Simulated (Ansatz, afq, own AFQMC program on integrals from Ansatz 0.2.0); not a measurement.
AFQMC on a folder of integrals that Ansatz 0.2.0 wrote.

```yaml
crystal:
  periodic: [false, false, false]
  atoms:
    - {symbol: Al, position_ang: [0.000000, -0.079020, 0.634433]}
    - {symbol: O, position_ang: [0.000000, 0.000201, -1.063260]}
    - {symbol: H, position_ang: [0.000000, 1.302005, 1.467317]}
    - {symbol: H, position_ang: [0.000000, 0.810086, -1.572931]}
basis:
  gaussian: {orbitals: cc-pVDZ}
magnetization: {spin_polarized: true, initial_magnetization: 1}
correlation: {method: ccsd_t, electrons: outside_noble_gas, hamiltonian_folder: ham}
```

```sh
$ ansatz run in.yaml --threads 1 --pin off --events-out ev --progress --plain --max-ram 1382MiB
```

afq runs on the folder ham with

```
--method phaseless --trial hf --walkers 120 --populations 1 --least-time 40 --time-step 0.005 --steps-per-block 20 --equilibration-blocks 112 --max-blocks 600 --target-error 0.0012000 --factor-cut 1e-05 --start spin_pure --seed 4323 --taylor-order 6
```

Times are imaginary, in 1/Eh. The walk had a cap of 1172 s.

Output of the walk:

```
orbitals 36  electrons 6 5  factors 270 of 395
reference energy -317.95626166 Eh
CCSD correlation -0.25493907 Eh in 11 cycles, weight of the determinant in the CISD state 0.9089
energy of the start -317.956370 Eh
 block  time / (1/Eh)  mean weight  energy / Eh
     1     0.100  0.9992  -318.042829
     2     0.200  1.0023  -318.077762
     3     0.300  1.0001  -318.118025
     4     0.400  1.0009  -318.141990
     5     0.500  1.0018  -318.162865
    10     1.000  1.0002  -318.191247
    86     8.600  0.9994  -318.266219
   171    17.100  0.9999  -318.229918
   222    22.200  0.9987  -318.177624
   256    25.600  0.9999  -318.212047
   341    34.100  1.0005  -318.211784
   426    42.600  1.0016  -318.199718
   511    51.100  0.9967  -318.218331
   562    56.200  1.0003  -318.269475
   596    59.600  0.9994  -318.210726
   681    68.100  1.0007  -318.210169
   698    69.800  0.9995  -318.204384
blocks merged  error / Eh  count
     1  0.000996  600
     2  0.001283  300
     4  0.001626  150
     8  0.001917  75
    16  0.002007  37
    32  0.002016  18
    64  0.002227  9
energy -318.218730 +/- 0.002016 Eh
(rows thinned)
```

The run passed its tests (sampling time, drift between the halves within three errors, error under three times the target), which doesn't prove that it has relaxed.

Against this walk (error 54.9 meV) on the same determinant: CCSD(T) 62.8 meV higher (within the noise), CCSDT(Q) 29.3 meV higher (within the noise), a separate phaseless walk with a CISD trial and standard settings 20.2 ± 57.3 meV higher (within the noise). The error is statistical and leaves out the bias of the constraint.

Cautions: constraint bias not in the error; error above the target (54.9 against 32.7 meV).

The walk took 3.5 min on 1 thread of Arm Neoverse V2 (shared host). The log's last line is the phaseless energy.

CCSDT and higher add their correlation energy to the determinant of the CCSD(T) run, since their own runs factorise the integrals more tightly (a shift of under 2 meV). A walk keeps the symmetry of its determinant, which the program's search chose and which needn't be the lowest solution, so a lower state of the same spin and another symmetry isn't excluded.
